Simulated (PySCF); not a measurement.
**Splitting trees**

Atom-mapped SMILES (the numbers label the heavy atoms): `[FH:1]`. Hydrogens are named by the atom that carries them.

Theory: J couplings at B3LYP/pcJ-2, GIAO B97-2/pcSseg-2 shieldings, structure optimised with PBE0-D3(BJ)/def2-TZVP, in PySCF (single conformer, no solvent model, non-relativistic).

Referencing at the same level of theory: TMS for 1H; 19F against CFCl3.

Spectrometer: 500 MHz for 1H. First-order analysis; couplings under 1 Hz (under 4 Hz in carbon signals) are ignored, and nearly equal couplings are merged; the smaller ones broaden or split the lines further.

Problem. What pattern does H(F1) show (1H)?

Solution. A doublet at δ 2.32: 417.9 Hz to F1 (1 × 19F, 1 bond away). Lines in Hz from the centre (relative intensity): +208.9 (1), -208.9 (1). The outer lines are 417.9 Hz apart, the sum of the couplings kept, or 0.836 ppm at this field.

Problem. What pattern does F1 show (19F)?

Solution. A doublet at δ -234.0: 417.9 Hz to H(F1) (1 × 1H, 1 bond away). Lines in Hz from the centre (relative intensity): +208.9 (1), -208.9 (1). The outer lines are 417.9 Hz apart, the sum of the couplings kept, or 0.888 ppm at this field.
